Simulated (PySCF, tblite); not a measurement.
# methoxyethane (C₃H₈O): a rotation path, then NMR shifts and spin-spin couplings on frames, part 3 of 3

tblite 0.8.0 and PySCF 2.14.0. Atoms count from 0.

### Step 12. Indirect couplings: image 8, B3LYP/pcJ-1

What the job is given:

```
{"job": {"kind": "j", "xc": "B3LYP", "basis": "pcJ-1"}, "charge": 0, "multiplicity": 1}
C      1.363600     0.139300     0.512900
C      0.475300    -0.712700    -0.392500
O     -0.865900    -0.805900     0.032600
C     -1.610100     0.376600    -0.113700
H      1.081300     1.188300     0.467200
H      2.398500     0.047600     0.194700
H      1.278900    -0.202500     1.541300
H      0.514800    -0.324100    -1.422400
H      0.835100    -1.744900    -0.394500
H     -2.644700     0.116300     0.102500
H     -1.539700     0.764500    -1.137900
H     -1.285900     1.156900     0.583600
```

With the program's defaults for keys left out, this is: B3LYP/pcJ-1 indirect spin-spin coupling, non-relativistic, gas phase.

Standard output:

```text
coarse grid: 9304 points
cycle   1  E = -194.2392561050  dE =  2.132e-01  |g| = 6.178e-01  |ddm| = 2.422e+00
cycle   2  E = -194.1460172048  dE =  9.324e-02  |g| = 9.486e-01  |ddm| = 1.376e+00
cycle   3  E = -194.3113731518  dE = -1.654e-01  |g| = 9.921e-02  |ddm| = 9.475e-01
cycle   4  E = -194.3128834822  dE = -1.510e-03  |g| = 4.271e-02  |ddm| = 7.810e-02
cycle   5  E = -194.3132860240  dE = -4.025e-04  |g| = 5.868e-03  |ddm| = 2.978e-02
cycle   6  E = -194.3132925523  dE = -6.528e-06  |g| = 7.890e-04  |ddm| = 4.328e-03
final grid: 87808 points
cycle   7  E = -194.3567976400  dE = -1.031e-04  |g| = 7.268e-03  |ddm| = 1.634e-02
cycle   8  E = -194.3567891675  dE =  8.472e-06  |g| = 9.759e-03  |ddm| = 9.921e-03
cycle   9  E = -194.3568081858  dE = -1.902e-05  |g| = 1.126e-03  |ddm| = 5.801e-03
cycle  10  E = -194.3568083602  dE = -1.744e-07  |g| = 5.538e-04  |ddm| = 1.309e-03
cycle  11  E = -194.3568084196  dE = -5.943e-08  |g| = 3.029e-05  |ddm| = 4.317e-04
cycle  12  E = -194.3568084198  dE = -1.543e-10  |g| = 1.393e-05  |ddm| = 2.985e-05
converged SCF energy = -194.3568084198

Indirect spin-spin couplings (Hz)
  i      j    bonds     total        FC       PSO       DSO        SD
  0 C    1 C    1     36.036    36.440    -0.596     0.192         -
  0 C    2 O    2     -1.035    -1.221     0.175     0.011         -
  0 C    3 C    3      1.043     1.051     0.009    -0.017         -
  0 C    4 H    1    131.502   129.593     1.263     0.646         -
  0 C    5 H    1    130.553   128.651     1.302     0.600         -
  0 C    6 H    1    134.197   132.403     1.159     0.635         -
  0 C    7 H    2      0.575     0.664     0.107    -0.195         -
  0 C    8 H    2     -1.600    -1.476     0.091    -0.216         -
  0 C    9 H    4     -0.294    -0.264     0.345    -0.376         -
  0 C   10 H    4      0.755     0.755     0.143    -0.144         -
  1 C    2 O    1     24.004    24.184    -0.062    -0.118         -
  1 C    3 C    2     -2.319    -1.984    -0.284    -0.051         -
  1 C    4 H    2     -5.343    -5.249     0.050    -0.145         -
  1 C    5 H    2      0.304     0.271     0.162    -0.129         -
  1 C    6 H    2     -5.945    -5.896     0.089    -0.138         -
  1 C    7 H    1    141.628   140.570     0.090     0.967         -
  1 C    8 H    1    149.558   148.577     0.054     0.927         -
  1 C    9 H    3     12.177    12.253     0.554    -0.630         -
  1 C   10 H    3      4.265     4.264     0.007    -0.006         -
  1 C   11 H    3      0.624     0.704     0.058    -0.139         -
  2 O    3 C    1     24.274    24.697    -0.322    -0.102         -
  2 O    4 H    3     -1.209    -1.119    -0.169     0.079         -
  2 O    5 H    3     -5.844    -6.051    -0.061     0.267         -
  2 O    6 H    3     -1.077    -1.015    -0.061    -0.001         -
  2 O    7 H    2     -2.479    -1.962    -0.658     0.141         -
  2 O    8 H    2    -14.328   -13.811    -0.568     0.051         -
  2 O    9 H    2    -13.869   -13.178    -0.787     0.095         -
  2 O   10 H    2     -2.811    -2.123    -0.860     0.172         -
  2 O   11 H    2     -3.455    -2.855    -0.768     0.167         -
  3 C    4 H    4      0.161     0.157    -0.161     0.165         -
  3 C    5 H    4      0.214     0.247     0.334    -0.367         -
  3 C    7 H    3      4.246     4.227     0.048    -0.029         -
  3 C    8 H    3     10.992    11.068     0.580    -0.656         -
  3 C    9 H    1    149.054   148.072     0.268     0.714         -
  3 C   10 H    1    140.398   139.318     0.314     0.766         -
  3 C   11 H    1    143.543   142.469     0.307     0.768         -
  4 H    5 H    2    -14.108   -14.232     2.842    -2.718         -
  4 H    6 H    2    -12.023   -12.143     2.760    -2.640         -
  4 H    7 H    3      5.623     5.726     0.255    -0.358         -
  4 H    8 H    3     15.488    15.637     2.764    -2.913         -
  4 H    9 H    5     -0.158    -0.067     1.091    -1.182         -
  5 H    6 H    2    -14.223   -14.320     2.894    -2.796         -
  5 H    7 H    3      1.314     1.401     0.489    -0.576         -
  5 H    8 H    3      3.447     3.538     0.299    -0.390         -
  5 H    9 H    5     -0.271    -0.161     1.561    -1.671         -
  5 H   10 H    5     -0.169    -0.078     0.979    -1.070         -
  5 H   11 H    5     -0.262    -0.203     1.063    -1.122         -
  6 H    7 H    3     13.861    13.996     2.761    -2.896         -
  6 H    8 H    3      3.946     4.057     0.518    -0.628         -
  7 H    8 H    2    -11.915   -11.943     2.220    -2.192         -
  7 H    9 H    4     -0.477    -0.315     1.665    -1.827         -
  7 H   10 H    4      0.281     0.202    -1.628     1.707         -
  7 H   11 H    4      0.379     0.530     0.765    -0.916         -
  8 H   10 H    4     -0.414    -0.254     1.659    -1.818         -
  8 H   11 H    4     -0.784    -0.608     1.977    -2.154         -
  9 H   10 H    2    -12.291   -12.256     2.606    -2.641         -
  9 H   11 H    2    -11.588   -11.570     2.591    -2.609         -
 10 H   11 H    2     -8.208    -8.222     2.461    -2.446         -
```

Wall time 20 s (1 thread of Intel Xeon Platinum 8488C, shared host); peak memory 0.77 GiB.

In short: J(C1,H7) 145.6 Hz, J(C3,H9) 144.3 Hz, J(C0,H4) 132.1 Hz (means over like pairs).

### Step 13. Run by run: NMR shifts

Shifts (ppm) of some atoms, chosen among heavy atoms and hydrogens apart, with basis size and wall time:

| frame | C1 | C3 | C0 | H10 | H8 | H11 | O2 | functions | time |
| --- | --- | --- | --- | --- | --- | --- | --- | --- | --- |
| image 0 | 71.0 | 58.2 | 14.8 | 3.67 | 3.36 | 2.82 | 26.5 | 108 | 11 s |
| image 2 | 68.0 | 54.6 | 14.5 | 3.51 | 3.87 | 2.99 | 10.3 | 108 | 7.7 s |
| image 4 | 67.0 | 52.8 | 12.6 | 3.36 | 4.19 | 3.44 | -3.4 | 108 | 8.9 s |
| image 6 | 69.5 | 56.5 | 15.4 | 2.81 | 4.04 | 3.58 | 21.9 | 108 | 11 s |
| image 8 | 71.1 | 58.2 | 14.7 | 2.84 | 4.09 | 3.66 | 26.7 | 108 | 7.7 s |

### Step 14. Run by run: spin-spin couplings

Couplings (Hz), each a mean over the pairs like the one named, with basis size and wall time:

| frame | C1–H7 | C3–H9 | C0–H4 | C0–C1 | O2–C3 | C1–O2 | H4–H5 | functions | time |
| --- | --- | --- | --- | --- | --- | --- | --- | --- | --- |
| image 0 | 145.6 | 144.3 | 132.1 | 36.0 | 24.3 | 24.0 | -13.5 | 188 | 21 s |
| image 2 | 147.4 | 144.6 | 132.1 | 34.9 | 24.6 | 24.5 | -13.6 | 188 | 20 s |
| image 4 | 148.7 | 144.6 | 132.4 | 34.2 | 24.7 | 25.3 | -13.6 | 188 | 21 s |
| image 6 | 146.5 | 144.4 | 132.1 | 35.4 | 24.4 | 24.2 | -13.4 | 188 | 18 s |
| image 8 | 145.6 | 144.3 | 132.1 | 36.0 | 24.3 | 24.0 | -13.5 | 188 | 20 s |

### Step 15. Results

What follows sums up all 3 parts.

```
                                            quantity                                               value
                                             barrier                  0.175 eV (4.0 kcal/mol) at image 4
                               end to end (GFN2-xTB)                                            0.000 eV
     13C shifts against TMS (PBE0/pcSseg-1, image 0)                                71.0, 58.2, 14.8 ppm
      1H shifts against TMS (PBE0/pcSseg-1, image 0)  4.09, 3.82, 3.67, 3.36, 2.82, 1.61, 1.02, 0.76 ppm
     17O shifts against H2O (PBE0/pcSseg-1, image 0)                                            26.5 ppm
largest coupling of the table (B3LYP/pcJ-1, image 0)                             1J(C,H) C1–H7, 149.6 Hz
                            range of the shift of O2                                    -3.4 to 26.7 ppm
             range of J(C1,H7), mean over like pairs                                   145.6 to 148.7 Hz
```

In words: Along the band the dihedral turns by 140°, and the top (dihedral 9°) lies 4.0 kcal/mol above the start (GFN2-xTB, rough), so at room temperature this motion is fast. The top was not checked by a frequency run. Shifts at one fixed geometry are not the observed spectrum, which averages over the motion. In the first frame run (image 0): The largest span, 99 ppm, is at O2, where the paramagnetic term is -85 ppm. Of the pairs tabulated at B3LYP/pcJ-1, C1–H7 couples most strongly (149.6 Hz; Fermi contact 148.6 Hz). Across the 5 runs the shift of O2 moves most, between -3.4 (image 4) and 26.7 ppm (image 8). The coupling C1–H7, as a mean over pairs of its kind, runs from 145.6 Hz (image 8) to 148.7 Hz (image 4).
